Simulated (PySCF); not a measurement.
**A search over the determinants of MgO⁺**

Unrestricted PBE0; PySCF, no relativity, basis sets Mg def2-SVPD, O def2-SVPD. Outer shells of the fragments: Mg+ 3s1; O 2s2 2p4.

Followed along the bond (rough minima from three points):

```tsv
2Ms+1	unpaired	⟨S²⟩ at the start	R at minimum (Å)	Te (eV)
2	π ↑	0.80	1.84	0.00
2	σ ↑	0.75	none in the scan	≤ 1.07
4	σ ↑, π ↑↑	3.75	none in the scan	≤ 1.76
```

Solutions found at the starting distance of 2.055 Å, counted from the lowest of them; the search is not exhaustive and high or unbound solutions are not listed, so other states can lie among these:

```json
{"2Ms+1": "2", "unpaired": "π ↑", "term": "²Π", "E (eV)": "0.00", "⟨S²⟩": "0.80", "⟨Lz²⟩": "1.01", "μ (D)": "-8.86"}
{"2Ms+1": "2", "unpaired": "σ ↑", "term": "²Σ⁺", "E (eV)": "1.50", "⟨S²⟩": "0.75", "⟨Lz²⟩": "0.00", "μ (D)": "-10.22"}
{"2Ms+1": "4", "unpaired": "σ ↑, π ↑↑", "term": "⁴Σ⁻", "E (eV)": "1.65", "⟨S²⟩": "3.75", "⟨Lz²⟩": "0.00", "μ (D)": "-1.39"}
{"2Ms+1": "2", "unpaired": "σ ↓, π ↑↑", "term": "mixed", "E (eV)": "1.74", "⟨S²⟩": "1.75", "⟨Lz²⟩": "0.00", "μ (D)": "-1.26"}
{"2Ms+1": "4", "unpaired": "σ ↑↑, π ↑", "term": "⁴Π", "E (eV)": "2.44", "⟨S²⟩": "3.75", "⟨Lz²⟩": "1.00", "μ (D)": "-1.47"}
{"2Ms+1": "2", "unpaired": "σ ↑, π ↑↓", "term": "mixed", "E (eV)": "2.48", "⟨S²⟩": "1.75", "⟨Lz²⟩": "2.01", "μ (D)": "-1.33"}
{"2Ms+1": "2", "unpaired": "σ ↑", "term": "mixed", "E (eV)": "4.74", "⟨S²⟩": "0.75", "⟨Lz²⟩": "2.00", "μ (D)": "-1.35"}
{"2Ms+1": "4", "unpaired": "π ↑↑↑", "term": "⁴Π", "E (eV)": "5.06", "⟨S²⟩": "3.75", "⟨Lz²⟩": "1.00", "μ (D)": "-2.54"}
{"2Ms+1": "4", "unpaired": "σ ↑, π ↑↑", "term": "mixed", "E (eV)": "5.91", "⟨S²⟩": "3.75", "⟨Lz²⟩": "2.00", "μ (D)": "-2.60"}
{"2Ms+1": "4", "unpaired": "σ ↑, π ↑↑", "term": "mixed", "E (eV)": "6.02", "⟨S²⟩": "3.75", "⟨Lz²⟩": "2.00", "μ (D)": "-2.44"}
{"2Ms+1": "2", "unpaired": "π ↑↑, δ ↓", "term": "mixed", "E (eV)": "9.90", "⟨S²⟩": "1.76", "⟨Lz²⟩": "4.00", "μ (D)": "-2.80"}
```

A term symbol is given only where ⟨S²⟩ and ⟨Lz²⟩ are close to those of a pure state; real π, δ and φ orbitals otherwise mix terms. A positive dipole points towards O; it is taken about the centre of mass and depends on that origin.

Counting both spins, an empty level lies below a filled one in some of these solutions, because spin and occupation are held.
